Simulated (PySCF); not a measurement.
**S₂, triplet: the ladder up to RCCSDT**

Geometry: MP2(full)/6-31G*, from the G2/97 set.

```tsv
atom	x (Å)	y (Å)	z (Å)
S	0.0000	0.0000	0.0000
S	0.0000	0.0000	1.9202
```

Basis cc-pV(D+d)Z; PySCF 2.14.0. Correlated methods freeze the noble-gas cores, which leaves 12 electrons in 36 orbitals. R marks a restricted (for open shells ROHF) determinant, U an unrestricted one.

Full CI isn't at hand for all of this; RCCSDT serves as the reference. It lacks quadruple excitations, which often exceed the step from CCSD(T) to CCSDT. The frozen core follows each run's orbitals, which can shift R against U totals by a few meV.

```
UHF ⟨S²⟩                          : 2.035
T1 diagnostic (RCCSD)             : 0.0162
largest doubles amplitude (RCCSD) : 0.095
T1 diagnostic (UCCSD)             : 0.0147
```

```csv
level,E − E(RCCSDT) (kJ/mol),share of correlation (%),wall time
RHF,760.3,0.00,–
UHF,730.2,3.96,–
RMP2,73.9,90.28,–
UMP2,93.4,87.71,–
RCCSD,32.4,95.74,–
UCCSD,30.5,95.99,–
RCCSD(T),1.8,99.76,1.2 s
UCCSD(T),2.0,99.74,0.96 s
UCCSDT,-0.3,100.04,3.6 min
```

The correlation energy at RCCSDT, counted from RHF, is -7.880 eV. That run took 3.4 min on 1 thread of AMD EPYC 9R45, shared host.

Times are those of the correlated step on a shared host, with one SCF added for the restricted CCSD run; they ran on 1 thread of AMD EPYC 9R45.

Atomization energy (electronic, same basis, no zero-point term; atoms at the same level, unrestricted beside the R rows where the molecule is a closed shell; the atoms' step beyond CCSDT comes from their full CI) at RCCSDT: 356.6 kJ/mol. Errors of other levels:

| level | error (kJ/mol) |
| --- | --- |
| RHF | -174.6 |
| UHF | -166.2 |
| RMP2 | 36.7 |
| UMP2 | 21.5 |
| RCCSD | -22.9 |
| UCCSD | -21.7 |
| RCCSD(T) | 0.0 |
| UCCSD(T) | -0.4 |
| UCCSDT | 0.2 |

This basis is far from its limit, so the value isn't to be set against a measured one.
